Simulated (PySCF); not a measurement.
**Working out the ionisation energy of B**

B [He] 2s2 2p1 (2P) → B⁺ [He] 2s2 (1S). Calculation: PySCF 2.14, in aug-cc-pCVTZ-DK (7s6p4d2f, 59 functions); the spin-free X2C one-electron Hamiltonian (Gaussian nucleus). Frozen: nothing. Energies in hartree (1 hartree = 27.21139 eV):

| part | B (lower) | B⁺ (upper) |
| --- | --- | --- |
| UHF | -24.538927 | -24.243702 |
| CCSD correlation | -0.110919 | -0.104875 |
| (T) | -0.001731 | -0.000536 |

Question: What does Hartree-Fock give?

Answer: (-24.243702) − (-24.538927) = 0.295225 hartree = 8.033 eV.

Question: What do CCSD and CCSD(T) give?

Answer: The CCSD correlation energies differ by 0.006044 hartree = 0.164 eV and the triples by 0.001195 hartree = 0.033 eV, so CCSD gives 8.197 eV and CCSD(T) 8.230 eV.

Measured between the centres of the two terms (NIST): 8.297 eV, so CCSD(T) (valence and next inner shell) is off by -0.067 eV.

What remains against the reference includes basis incompleteness and higher excitations.
